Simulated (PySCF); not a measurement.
Metal–ligand bonds in Cd(OCH3)1–Y. Gas-phase values, no solvent. One relaxed conformer stands for each flexible species; it need not be the lowest. Multiplicities are imposed; where one is given, others were not computed. Strings in code marks are SMILES.

The highest occupied spin orbital from two functionals at the same geometries (r2SCAN-D4/def2-SVP), both in PySCF: PBE-D3(BJ)/def2-TZVP and B3LYP-D3(BJ)/def2-TZVP. B3LYP has the VWN-RPA correlation part, as in Gaussian. 

```
species                     B3LYP-D3(BJ)/def2-TZVP (eV)
--------------------------  ---------------------------
free radical OH (`[OH]`)                          -8.84
free radical NH2 (`[NH2]`)                        -8.54
free radical CH3                                  -6.45
free radical OCH3 (`C[O]`)                        -7.50
free radical N(CH3)2                              -6.86
free radical SH (`[SH]`)                          -7.17
```

**Question.** What does PBE-D3(BJ)/def2-TZVP give for each?

**Answer.** 
- free radical OH (`[OH]`): -7.16
- free radical NH2 (`[NH2]`): -7.16
- free radical CH3: -5.38
- free radical OCH3 (`C[O]`): -5.95
- free radical N(CH3)2: -5.55
- free radical SH (`[SH]`): -6.12
Over these rows, drawn at random from the members with no instability flagged (it was tested for open shells, ions and some series alone), PBE minus B3LYP-D3(BJ): mean +1.34 eV, from +1.05 eV to +1.68 eV.
